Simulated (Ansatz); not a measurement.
Coupled-cluster run, `C#CCCF`.

```yaml
crystal:
  periodic: [false, false, false]
  atoms:
    - {symbol: C, position_ang: [-2.061590, 0.812510, -0.554342]}
    - {symbol: C, position_ang: [-1.146377, 0.154320, -0.144445]}
    - {symbol: C, position_ang: [-0.026357, -0.624435, 0.353324]}
    - {symbol: C, position_ang: [1.319688, 0.029618, 0.108038]}
    - {symbol: F, position_ang: [1.588555, 0.081051, -1.242298]}
    - {symbol: H, position_ang: [-2.874021, 1.392775, -0.922680]}
    - {symbol: H, position_ang: [-0.136557, -0.777605, 1.432917]}
    - {symbol: H, position_ang: [-0.027652, -1.616918, -0.108585]}
    - {symbol: H, position_ang: [2.111856, -0.554230, 0.586111]}
    - {symbol: H, position_ang: [1.335454, 1.051814, 0.495160]}
basis:
  gaussian: {orbitals: def2-TZVPP}
correlation: {method: ccsd_t}
output: {orbitals: {seedname: orbitals}}
```

```sh
$ ansatz run in.yaml --threads 4 --pin off --events-out ev --progress --plain
```

Log, shortened:

```
Functional definition: HF
  name "HF"
  cite "Fock, Z. Phys. 61, 126 (1930) doi:10.1007/BF01340294"
  parent pbe
  exchange = exact_x
  correlation = 0
1357 factors; integrals over basis functions are off by at most 1.1e-3 eV
mean field evaluation 1: about -6904.4225 eV, gradient 3.4e1 eV
mean field evaluation 2: about -6904.7189 eV, gradient 3.4e1 eV
mean field evaluation 4: about -6907.6660 eV, gradient 4.4e0 eV
mean field evaluation 8: about -6907.7132 eV, gradient 1.9e-1 eV
mean field -6907.71338688 eV, -253.8537847514 hartree, gradient 2.2e-6 eV, S^2 0.000000; 0 other end points of the search recorded, 0 dependent functions left out
5 core orbitals not correlated: weight in the atoms' cores, before any rotation towards them, 1.000 or more for the frozen orbitals, at most 0.000 for the correlated occupied ones
reference -6907.71338688 eV, -253.8537847514 hartree; 14, 14 occupied and 206, 206 virtual orbitals, 1357 factors
second order -24.18853603 eV of doubles, -0.00000000 eV of singles
cycle   1  -24.24178082 eV  change   -5.3e-2 eV  update   1.1e-1
cycle   2  -24.83044708 eV  change   -5.9e-1 eV  update   3.1e-2
cycle   3  -24.96264505 eV  change   -1.3e-1 eV  update   1.5e-2
cycle   4  -24.95788713 eV  change    4.8e-3 eV  update   4.1e-3
cycle   5  -24.95931022 eV  change   -1.4e-3 eV  update   1.7e-3
cycle   6  -24.96067817 eV  change   -1.4e-3 eV  update   4.7e-4
cycle   7  -24.96068389 eV  change   -5.7e-6 eV  update   1.6e-4
cycle   8  -24.96066124 eV  change    2.3e-5 eV  update   4.3e-5
cycle   9  -24.96068435 eV  change   -2.3e-5 eV  update   1.4e-5
perturbative correction -1.03133096 eV, -0.0379007136 hartree
Total energy: -6933.70540218 eV, -254.8089736959 hartree
```

It took 100 s on 4 threads of a server CPU on a shared host, with 1.9 GiB of host memory at the peak.

The correlation energy is -25.992 eV, 4.0 % of it from (T); the T1 diagnostic reads 0.0113.
